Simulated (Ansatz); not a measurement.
We consider wurtzite MgTe, described by PBE-D3(BJ) (plane waves, PAW; Ansatz, a quantum-chemistry and plane-wave program).

Run with plane-wave cutoff 520 eV, 12×12×6 k mesh (along the axes of the cell as run), Fermi–Dirac smearing 0.01 eV, scalar-relativistic PAW data made under PBE.

Shape and atoms are relaxed at each volume.

The direct gap at Γ against volume; x = 100 ln(V/32.962 Å³). One gap is withheld.

```
V (Å³/atom)      x  gap (eV)
-----------  -----  --------
31.644       -4.08     2.769
32.303       -2.02     2.672
32.962        0.00     2.578
33.622        1.98     2.487
34.281        3.92         ?
```

Question: Fit a straight line to the rows shown, give the volume deformation potential and predict the withheld gap.

Answer: Means of the 4 rows: x̄ = -1.030, ȳ = 2.6265 eV. Σ(x − x̄)(y − ȳ) = -0.9495 and Σ(x − x̄)² = 20.404, so the slope is -0.0465 eV per unit of x, and dE_g/d ln V = -4.7 eV. At x = 3.92: 2.6265 + (-0.0465) × (3.92 − (-1.030)) = 2.396 eV. The run gives 2.399 eV, 0.003 eV above the line.

Spin–orbit coupling is not included; with these elements it can move the gap by several tenths of an eV or more.

Note: the bulk modulus comes from volumes at which shape and atoms were relaxed.
